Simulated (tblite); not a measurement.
Isomers of C2H6OP2. Level: GFN2-xTB in tblite, geometry and Hessian alike; calculated harmonic values, unscaled, isolated species. Against measured fundamentals such values can be off by several per cent, at times by over 20. Modes of hydrogen on phosphorus can be 10 to 20 % off. One conformer each.

Electronic energies: GFN2-xTB at the same geometries; isomer energies are rough at this level and their order can be wrong.

```
     SMILES  electronic energy, lowest = 0 (kJ/mol)
 O=P1(P)CC1                                     0.0
[H]/P=P\COC                                    73.2
   CO/C=P/P                                    58.7
```

**Question.** How do GFN2-xTB zero-point energies change the relative energies?

**Answer.** 
```csv
SMILES,ZPE (kJ/mol),of it from modes above 1550 cm⁻¹,electronic (kJ/mol),"with ZPE, lowest = 0 (kJ/mol)",lowest mode (cm⁻¹),rings
O=P1(P)CC1,196.1,100.7,0.0,0.0,100,1
CO/C=P/P,197.9,98.5,58.7,60.5,93,0
[H]/P=P\COC,204.9,100.9,73.2,82.0,78,0
```

The zero-point energies span 8.8 kJ/mol, from `O=P1(P)CC1` to `[H]/P=P\COC`. The order is unchanged.
